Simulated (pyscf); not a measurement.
A first-order saddle from PySCF, ωB97X-D3(BJ)/def2-SVP:

```xyz
6

Ge     0.2311     0.1991    -0.0382
H      0.9077     0.7472    -1.4489
H      1.0690     1.2243     0.7616
H     -1.1721     0.5868    -0.5610
H      0.7969    -1.2135    -0.3161
H     -0.4454    -0.3489     1.3724
```
Charge 0, spin multiplicity 2.

Surface: doublet, charge 0. Lowest wavenumbers (cm⁻¹): 550i, 300, 300, 776, 776.

Q: Which two sides does it connect, and which bonds change?

A: germane (GeH₄) + H atom (H•) ⇌ germane (GeH₄) + H atom (H•), a substitution at Ge read from left to right: Ge–H broken and Ge–H formed. At CCSD(T)/def2-TZVPP + ΔMP2(QZVPP) it lies +12.6 kcal/mol from the left side and +12.6 kcal/mol from the right (each side as separated species at their lowest minima found). The same reactants have a lower exit, to GeH₃• + H₂ (barrier +3.2 kcal/mol at ωB97M-D3(BJ), against +12.5 kcal/mol here). One saddle was located; it need not be the lowest between these sides. The angle at the attacked Ge is 180°. The CCSD(T) − MP2 part came from Ansatz, without density fitting, on the same reference. The frozen core leaves the outer d or s,p core shells of the metals and heavy elements correlated in the MP2 and CC values, and def2-TZVPP describes them poorly, which can shift differences by a few kcal/mol. Elements up to Kr have no core potential and no relativistic terms here.
